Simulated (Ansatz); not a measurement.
Ideal-gas functions of CH₃LiO, SMILES `[Li][O]C` at 600 K and 1 bar, from an Ansatz frequency run at PBE0-D4/def2-TZVP.

Molar mass 37.98 g/mol, point group C3v (symmetry number 3), electronic degeneracy 1, moments of inertia 3.145, 47.808, 47.808 u Å². Harmonic wavenumbers (cm⁻¹, unscaled): 173, 173, 831, 1188, 1188, 1285, 1481, 1487, 1487, 2912, 2940, 2940.

Use S(trans) = R[1.5 ln M + 2.5 ln T − 1.1517]; rotational temperatures θ = 24.2544 K / I; S(rot) = R[ln(√π/σ · √(T³/θAθBθC)) + 1.5]; for each mode x = 1.438777 ν̃/T, S = R[x/(eˣ − 1) − ln(1 − e⁻ˣ)] and H = RT x/(eˣ − 1); 1 cm⁻¹ = 0.0119627 kJ/mol; R = 8.31446 J/(mol·K).

Q: By hand: the entropy, in J/(mol·K).

A: Translation 168.8. Rotation: θ = 7.7121, 0.5073, 0.5073 K, giving 85.0. Vibration, mode by mode: 15.69, 15.69, 3.83, 1.95, 1.95, 1.62, 1.11, 1.10, 1.10, 0.06, 0.06, 0.06, in all 44.2. Electronic 0.0. Sum 298.0 J/(mol·K).

Q: By hand: H − E and G − E in kJ/mol, counted from the electronic energy.

A: Zero-point energy ½ × 18085 × 0.0119627 = 108.2; thermal vibration 13.8; translation, rotation and pV give 4 RT = 20.0. H − E = 142.0 kJ/mol, and G − E = 142.0 − 600 × 298.0/1000 = -36.8 kJ/mol.

Vibration gives 15 % of the entropy.
